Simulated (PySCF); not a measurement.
Isomers of C4H5FO, one GFN2-xTB conformer each. Single-point energies are computed at PBE0/pcSseg-1 (PySCF, gas phase, no added dispersion term), electronic only.

```json
{"SMILES": "CC(=O)/C=C\\F", "GFN2-xTB relative energy (kcal/mol)": "14.8"}
{"SMILES": "O=C(F)C1CC1", "GFN2-xTB relative energy (kcal/mol)": "0.0"}
```

Conformers: `[CH3:1][C:2](=[O:3])/[CH:4]=[CH:5]\[F:6]` with C1–C2–C4–C5 0°; `[O:1]=[C:2]([F:3])[CH:4]1[CH2:5][CH2:6]1` with O1–C2–C4–C5 34°.

Question: What does PBE0/pcSseg-1 give for the same structures?

Answer: 
```
      SMILES  PBE0/pcSseg-1 E (Eh)  PBE0/pcSseg-1 (kcal/mol)  GFN2-xTB (kcal/mol)  point group
 O=C(F)C1CC1            -330.09709                       0.0                  0.0           Cs
CC(=O)/C=C\F            -330.07657                      12.9                 14.8           Cs
```

Both levels put the same isomer lowest. As drawn, the lower has a three-membered ring, which the higher lacks; the higher has a C=C bond outside aromatic rings, which the lower lacks.

Question: Which frontier levels, dipoles and rotational constants go with these structures?

Answer: 
```tsv
SMILES	HOMO (eV, PBE0/pcSseg-1)	LUMO (eV)	dipole (D)	A, B, C (MHz)
O=C(F)C1CC1	-8.98	-0.44	3.49	7575, 2664, 2326
CC(=O)/C=C\F	-7.49	-1.59	2.85	7392, 2557, 1923
```
